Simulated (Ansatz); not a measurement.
Ansatz (a program for electronic structure) input (HF/6-31G*):

Ansatz 0.2 input:
```yaml
crystal:
  periodic: [false, false, false]
  atoms:
    - {symbol: Si, position_ang: [-0.00000000, -0.00000000, 0.00000000]}
    - {symbol: H, position_ang: [0.01211319, 1.45400540, -0.00868617]}
    - {symbol: H, position_ang: [1.25307722, -0.73740001, 0.01981431]}
    - {symbol: H, position_ang: [-1.26519041, -0.71660539, -0.01112813]}
basis:
  gaussian:
    orbitals: 6-31G*
hamiltonian:
  xc: {name: HF}
total_charge: 1
phonons: {temperatures: {t_min: 298.15, t_max: 298.15, t_step: 100}}
```

Q: Which harmonic wavenumbers does it give?

A: 911, 1022, 1022, 2492, 2565, 2565 cm⁻¹ (unscaled; negative means imaginary).
